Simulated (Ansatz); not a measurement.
Rock-salt BaS, treated with r²SCANh (Ansatz, a first-principles code, plane waves, PAW).

Run with plane-wave cutoff 520 eV, 8×8×8 k mesh, Fermi–Dirac smearing 0.01 eV, scalar-relativistic PAW data made under PBE.

Properties against volume:

| V (Å³/atom) | P (GPa) | direct gap at Γ (eV) | smallest gap on the k mesh (eV) |
|---|---|---|---|
| 31.395 | 2.65 | 5.041 | 3.070 |
| 31.890 | 1.80 | 4.982 | 3.096 |
| 33.047 | 0.05 | 4.782 | 3.149 |
| 33.873 | -1.01 | 4.648 | 3.182 |
| 34.699 | -1.93 | 4.520 | 3.211 |

The fundamental gap (3.15 eV at the equilibrium volume, on the SCF mesh) lies elsewhere than Γ–Γ.

Spin–orbit coupling is not included.
